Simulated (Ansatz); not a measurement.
We consider zinc-blende HgTe, described by PBEsol-D3(BJ) (Ansatz, an electronic-structure program, plane waves, PAW).

Numerical settings: plane-wave cutoff 520 eV, 10×10×10 k mesh, Fermi–Dirac smearing 0.01 eV, scalar-relativistic PAW data made under PBE.

Computed points:

```csv
V (Å³/atom),E − E_lowest (meV/atom),P (GPa)
31.218,20.11,3.45
31.883,8.55,2.16
32.547,2.04,1.01
33.211,0.00,-0.01
33.875,1.92,-0.90
34.540,7.34,-1.70
35.204,15.86,-2.40
```

Estimate the bulk modulus from the pressures at 32.547 and 33.875 Å³/atom, and compare it with a fit to all energies.

B = −V dP/dV. Between V = 32.547 and 33.875 Å³/atom, dP/dV = (-0.90 − (1.01))/(33.875 − 32.547) = -1.44 GPa per Å³/atom; at the midpoint 33.211 Å³/atom this gives B ≈ 47.8 GPa. The third-order Birch–Murnaghan fit gives V0 = 33.207 Å³/atom, B0 = 47.7 GPa, B′ = 5.1, which lies within 1 % of that estimate.

Measured, for comparison: bulk modulus 42.3 GPa (temperature not stated, not corrected to a static lattice; as tabulated in Toher et al. (2017), arXiv:1611.05714); equilibrium volume per atom 33.70 Å³/atom (room temperature, not corrected to a static lattice; as tabulated in Cava et al. (2013), arXiv:1302.1059). Computed (rounded) less measured: bulk modulus +13 %, equilibrium volume per atom -1.5 %. A static lattice is as a rule a little smaller and stiffer than an uncorrected measurement, which narrows the difference in the equilibrium volume per atom and would widen misses of the other sign.

Spin–orbit coupling is not included; it can open a gap where bands touch, and shift volumes and moduli.
